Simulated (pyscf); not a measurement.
`[Cl][SiH]([Cl])[Cl]` + `[Cl]` [doublet] -> `[Cl]` [doublet] + `[Cl][SiH]([Cl])[Cl]` (substitution at Si; doublet surface; Cl–Si broken, Cl–Si formed). Single points on ωB97X-D3(BJ)/def2-SVP structures (PySCF, gas phase). Energies in eV from the separated reactants.

```json
[
 {"level": "ωB97X-D3(BJ)/def2-TZVP", "barrier": "0.52", "reaction energy": "0.00"},
 {"level": "B3LYP-D3(BJ)/def2-TZVP", "barrier": "?", "reaction energy": "0.00"},
 {"level": "PBE0-D3(BJ)/def2-TZVP", "barrier": "0.36", "reaction energy": "0.00"},
 {"level": "M06-2X/def2-TZVP", "barrier": "?", "reaction energy": "0.00"},
 {"level": "ωB97M-D3(BJ)/def2-TZVP", "barrier": "0.62", "reaction energy": "0.00"},
 {"level": "HF/def2-TZVP", "barrier": "1.91", "reaction energy": "0.00"}
]
```

Problem. Fill in the missing entries.

Solution. 
- B3LYP-D3(BJ)/def2-TZVP, barrier: 0.43
- M06-2X/def2-TZVP, barrier: 0.56

The functionals in the table span 0.26 eV in this barrier, from PBE0-D3(BJ) to ωB97M-D3(BJ)/def2-TZVP. Abstraction by the radical was not located in this set and often lies lower. One saddle was located; it need not be the lowest between these sides. The angle at the attacked Si is 67° (front-side attack). Left out: the spin-orbit lowering of Cl.
